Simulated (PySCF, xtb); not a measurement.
# AlH2NO: which of two structures lies lower

Structure I is a singlet given by its coordinates and structure II is a singlet given by its coordinates. Both are isolated molecules in the gas phase, relaxed with PBE0-D4/def2-SVP.

I (Å):

```tsv
atom	x (Å)	y (Å)	z (Å)
Al	-3.1522	-2.8156	-1.0942
N	-1.6650	-1.8982	-0.9216
O	-4.5101	-3.6536	-1.2516
H	-0.8923	-1.9201	-1.5773
H	-1.4581	-1.2712	-0.1525
```

Close contacts (Å): Al1–N2 1.76, Al1–O3 1.60, N2–H4 1.01, N2–H5 1.01.

II (Å):

```tsv
atom	x (Å)	y (Å)	z (Å)
Al	-0.0517	0.0476	0.4480
N	0.2592	1.5262	1.1266
O	0.1168	-1.5201	-0.1391
H	0.3967	-2.3207	0.3058
H	-0.2966	2.3518	1.3160
```

Close contacts (Å): Al1–N2 1.66, Al1–O3 1.68, N2–H5 1.01, O3–H4 0.96.

Which of the two would you expect CCSD(T)/def2-TZVP electronic energies to favour?

Structure I; the calculation gives E(II) − E(I) = +10.2 kcal/mol.

The same difference at several levels:

```
             level          geometry  E(II) − E(I) (kcal/mol)  departure from the last row (kcal/mol)  job, with rough time for the two
          GFN2-xTB          GFN2-xTB                      +7.8                                    −2.5              optimisation, 0.12 s
         HF/STO-3G          GFN2-xTB                     +32.0                                   +21.8               single point, 1.1 s
r2SCAN-D4/def2-SVP          GFN2-xTB                     +14.0                                    +3.7               single point, 7.2 s
  PBE0-D4/def2-SVP  PBE0-D4/def2-SVP                     +11.4                                    +1.2             optimisation, 2.9 min
      HF/def2-TZVP  PBE0-D4/def2-SVP                      +8.9                                    −1.3           part of the CCSD(T) run
     MP2/def2-TZVP  PBE0-D4/def2-SVP                     +11.9                                    +1.6           part of the CCSD(T) run
 CCSD(T)/def2-TZVP  PBE0-D4/def2-SVP                     +10.2                                                        single point, 46 s
```

The levels shown agree on the order. The largest departure from CCSD(T)/def2-TZVP is that of HF/STO-3G, 21.8 kcal/mol. No reliable frequencies are at hand for I or II, so they aren't confirmed as minima.

The T1 diagnostic of structures I and II is large, so the coupled-cluster value is less sure. The correlated steps freeze 7 core orbitals. Codes used: PySCF 2.14.0, xtb 6.7.1; the last row on 2 threads of Intel(R) Xeon(R) Platinum 8488C (Sapphire Rapids) on a shared host.
